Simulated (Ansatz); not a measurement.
# One shape, several levels: SiNH2Cl (SMILES N[Si]Cl)

Wanted: a comparison of 6 runs (UHF/STO-3G, B3LYP/STO-3G, BLYP/STO-3G, r2SCAN0/STO-3G, wB97X/STO-3G, FCI/STO-3G) of SiNH2Cl. 

Program for the calculation: Ansatz 0.2.0.

66 further runs of the same task are left out: 66 set aside as unsound or not needed.

### Step 1. Starting point

The species is SiNH2Cl (5 atoms), meant as a singlet with charge 0. SMILES: `N[Si]Cl`. The H4–N1 distance was set to 1.514 Å, away from the relaxed value. At this shape a bond of the SMILES string is far longer than usual.

Bond lengths: N1–Si2 1.701 Å, Si2–Cl3 2.104 Å, N1–H5 1.010 Å. Angles: N1–Si2–Cl3 98.2°, Si2–N1–H5 126.0°. A long bond or contact: N1–H4 1.514 Å.

### Step 2. A single-point energy at UHF/STO-3G (run 1)

Input file job.yaml:

```yaml
crystal:
  periodic: [false, false, false]
  atoms:
    - {symbol: "N", position_ang: [0.014336, 0.105841, -0.237150]}
    - {symbol: Si, position_ang: [0.046336, -0.819359, 1.189350]}
    - {symbol: Cl, position_ang: [0.811536, -2.602059, 0.374050]}
    - {symbol: H, position_ang: [-0.473300, 1.538600, -0.227400]}
    - {symbol: H, position_ang: [0.301136, -0.206959, -1.153250]}
basis:
  gaussian:
    orbitals: STO-3G
magnetization:
  spin_polarized: true
  initial_magnetization: 0
hamiltonian:
  xc: hf
accuracy: high
```

Command:

```console
$ ansatz run job.yaml --threads 1 --pin off --max-ram 2610MiB --events-out events.jsonl --progress --plain --runs-dir runs
```

Output:

```text
Warning: RAYON_NUM_THREADS=1 ignored (pool sized by the plan → 1); use --threads N
Functional definition: HF
  name "HF"
  exchange = exact_x
  correlation = 0
455 factors; integrals over basis functions are off by at most 1.6e-8 eV
mean field evaluation 1: about -21632.1272 eV, gradient 1.2e1 eV
mean field evaluation 2: about -21632.1831 eV, gradient 1.2e1 eV
mean field evaluation 4: about -21633.4609 eV, gradient 1.1e0 eV
mean field evaluation 8: about -21633.4782 eV, gradient 2.1e-2 eV
mean field evaluation 16: about -21633.5301 eV, gradient 2.1e-1 eV
mean field evaluation 32: about -21633.5004 eV, gradient 4.6e-1 eV
mean field evaluation 64: about -21633.4077 eV, gradient 1.1e0 eV
mean field -21633.52700153 eV, -795.0174535749 hartree, gradient 2.3e-8 eV, S^2 0.181271; 2 other end points of the search recorded, 0 dependent functions left out
reference -21633.52700153 eV, -795.0174535749 hartree; 20, 20 occupied and 5, 5 virtual orbitals, 455 factors
Total energy: -21633.52700153 eV, -795.0174535749 hartree
```

Run time: 0.5 s. Hardware: 1 thread of Arm Neoverse V1, shared host.

### Step 3. A single-point energy at B3LYP/STO-3G (run 2)

Input file in.yaml:

```yaml
crystal:
  periodic: [false, false, false]
  atoms:
    - {symbol: "N", position_ang: [0.014336, 0.105841, -0.237150]}
    - {symbol: Si, position_ang: [0.046336, -0.819359, 1.189350]}
    - {symbol: Cl, position_ang: [0.811536, -2.602059, 0.374050]}
    - {symbol: H, position_ang: [-0.473300, 1.538600, -0.227400]}
    - {symbol: H, position_ang: [0.301136, -0.206959, -1.153250]}
basis:
  gaussian: {orbitals: STO-3G}
hamiltonian: {xc: {name: B3LYP}}
accuracy: high
```

Command:

```console
$ ansatz run in.yaml --threads 1 --pin off --max-ram 2610MiB --events-out events.jsonl --progress --plain --runs-dir runs
```

Output:

```text
Warning: RAYON_NUM_THREADS=1 ignored (pool sized by the plan → 1); use --threads N
Functional definition: B3LYP
  name "B3LYP"
  parameter a0 = 0.2
  parameter ax = 0.72
  parameter ac = 0.81
  exchange = (1 - a0 - ax)*slater_x + ax*b88_x + a0*exact_x
  correlation = (1 - ac)*vwn_rpa_c + ac*lyp_c
455 factors; integrals over basis functions are off by at most 1.6e-8 eV
mean field evaluation 1: about -21671.5549 eV, gradient 2.3e1 eV
mean field evaluation 2: about -21664.0484 eV, gradient 5.7e1 eV
mean field evaluation 4: about -21673.7247 eV, gradient 1.2e0 eV
mean field evaluation 8: about -21673.6937 eV, gradient 1.2e-2 eV
mean field evaluation 16: about -21673.6937 eV, gradient 6.6e-8 eV
mean field -21673.69366257 eV, -796.4935511423 hartree, gradient 6.6e-8 eV, S^2 0.000000; 0 other end points of the search recorded, 0 dependent functions left out
reference -21673.69369204 eV, -796.4935522251 hartree; 20, 20 occupied and 5, 5 virtual orbitals, 455 factors
Total energy: -21673.69369204 eV, -796.4935522251 hartree
```

Run time: 1.5 s. Hardware: 1 thread of Arm Neoverse V1, shared host; peak memory 0.1 GiB.

Runs 3 to 5 aren't shown in full; the table further down has their settings and results.

### Step 4. A single-point energy at FCI/STO-3G (run 6)

Input file run.yaml:

```yaml
basis:
  gaussian:
    orbitals: STO-3G
crystal:
  periodic: [false, false, false]
  atoms:
    - symbol: N
      position_ang: [0.014336, 0.105841, -0.237150]
    - symbol: Si
      position_ang: [0.046336, -0.819359, 1.189350]
    - symbol: Cl
      position_ang: [0.811536, -2.602059, 0.374050]
    - symbol: H
      position_ang: [-0.473300, 1.538600, -0.227400]
    - symbol: H
      position_ang: [0.301136, -0.206959, -1.153250]
accuracy: high
correlation:
  method: fci
  frozen_orbitals: {Cl: 5, H: 0, "N": 1, Si: 5}
```

Command:

```console
$ ansatz run run.yaml --threads 1 --pin off --max-ram 2610MiB --events-out events.jsonl --progress --plain --runs-dir runs
```

Output:

```text
Warning: RAYON_NUM_THREADS=1 ignored (pool sized by the plan → 1); use --threads N
Functional definition: HF
  name "HF"
  exchange = exact_x
  correlation = 0
455 factors; integrals over basis functions are off by at most 1.6e-8 eV
mean field evaluation 1: about -21632.1272 eV, gradient 1.7e1 eV
mean field evaluation 2: about -21632.1831 eV, gradient 1.7e1 eV
mean field evaluation 4: about -21633.4609 eV, gradient 1.6e0 eV
mean field evaluation 8: about -21633.4782 eV, gradient 2.2e-4 eV
mean field -21633.47824744 eV, -795.0156618953 hartree, gradient 2.4e-8 eV, S^2 0.000000; 0 other end points of the search recorded, 0 dependent functions left out; unrestricted orbitals would lower it
mean field evaluation 16: about -21633.5194 eV, gradient 2.5e-1 eV
11 core orbitals not correlated: weight in the atoms' cores, before any rotation towards them, 1.000 or more for the frozen orbitals, at most 0.000 for the correlated occupied ones
reference -21633.47824744 eV, -795.0156618953 hartree; 9, 9 occupied and 5, 5 virtual orbitals, 455 factors
state -21637.50518194 eV, -795.1636490084 hartree
Total energy: -21637.50518194 eV, -795.1636490084 hartree
```

Wall time 23 s (1 thread of Arm Neoverse V1, shared host); peak memory 0.36 GiB.

### Step 5. Overview of the runs

```tsv
run	level	frozen core orbitals	energy (Eh)	wall time
1	UHF/STO-3G	–	-795.017454	0.5 s
2	B3LYP/STO-3G	–	-796.493552	1.5 s
3	BLYP/STO-3G	–	-796.394367	1.4 s
4	r2SCAN0/STO-3G	–	-796.450261	3.3 s
5	wB97X/STO-3G	–	-796.478972	6.9 s
6	FCI/STO-3G	11	-795.163649	23 s
```

### Step 6. Summary of results

| quantity | value |
| --- | --- |
| run 6: total energy | -795.16365 Eh |
| run 6: correlation energy (11 core orbitals frozen) | -148.0 mEh |

**Reading.** Against full CI in this basis: UHF +146.2 mEh. Totals of different functionals can't be ranked against each other. In runs 1, 2, 3, 4, 5, 6 the basis is minimal, so the values are rough. Spin contamination of the reference: run 1 ⟨S²⟩ = 0.18. All runs together took 37 s, the longest 23 s.
